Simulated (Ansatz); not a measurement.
Input for Ansatz (a program for electronic structure): U-r2SCAN/def2-TZVPP on C2H3O (SMILES C[C]=O), 2S+1 = 2, atoms moved off the minimum.

Ansatz 0.2 input:
```yaml
crystal:
  periodic: [false, false, false]
  atoms:
    - {symbol: C, position_ang: [-1.11745090, 0.15120822, 0.10682501]}
    - {symbol: C, position_ang: [0.19297680, -0.38698082, 0.30031862]}
    - {symbol: O, position_ang: [1.21432236, 0.11977055, -0.23810455]}
    - {symbol: H, position_ang: [-1.51312254, 0.34026079, 1.09637163]}
    - {symbol: H, position_ang: [-1.78766076, -0.62906861, -0.37286164]}
    - {symbol: H, position_ang: [-1.22151380, 0.95892351, -0.47944091]}
basis:
  gaussian:
    orbitals: def2-TZVPP
hamiltonian:
  xc: {name: r2SCAN}
magnetization: {spin_polarized: true, initial_magnetization: 1}
output: {forces: true}
```

Output:

```
Functional definition: r2SCAN
[...]
integrals: 0.03 GiB planned
688 factors; their error is unknown
mean field: 0.47 GiB planned
mean field evaluation 1: about -4160.9225 eV, gradient 3.9e1 eV
mean field evaluation 2: about -4154.0223 eV, gradient 5.6e1 eV
mean field evaluation 4: about -4167.1189 eV, gradient 2.5e0 eV
mean field evaluation 8: about -4167.1341 eV, gradient 3.4e-1 eV
mean field evaluation 16: about -4167.1344 eV, gradient 1.1e-4 eV
mean field -4167.13442465 eV, -153.1393655208 hartree, gradient 3.5e-5 eV, S^2 0.754370; 0 other end points of the search recorded, 0 dependent functions left out
the calculation of the forces begins
reference -4167.13443441 eV, -153.1393658795 hartree; 12, 11 occupied and 123, 124 virtual orbitals, 688 factors
Total energy: -4167.13443441 eV, -153.1393658795 hartree
Atom 0 at    -1.117451     0.151208     0.106825 Å, force    -2.492806    -3.559179     1.430026 eV/Å
Atom 1 at     0.192977    -0.386981     0.300319 Å, force     5.729893     2.255491    -2.835037 eV/Å
Atom 2 at     1.214322     0.119771    -0.238105 Å, force    -3.664706    -2.415554     2.392235 eV/Å
Atom 3 at    -1.513123     0.340261     1.096372 Å, force    -0.488814     0.023199     0.268634 eV/Å
Atom 4 at    -1.787661    -0.629069    -0.372862 Å, force     0.651092     0.501660     0.823563 eV/Å
Atom 5 at    -1.221514     0.958924    -0.479441 Å, force     0.265341     3.194383    -2.079421 eV/Å
Dipole moment:    -0.600763     0.054921     0.045698 e Å
```

Self-consistency was reached.

Cost: about 4 core-seconds (a rough figure).
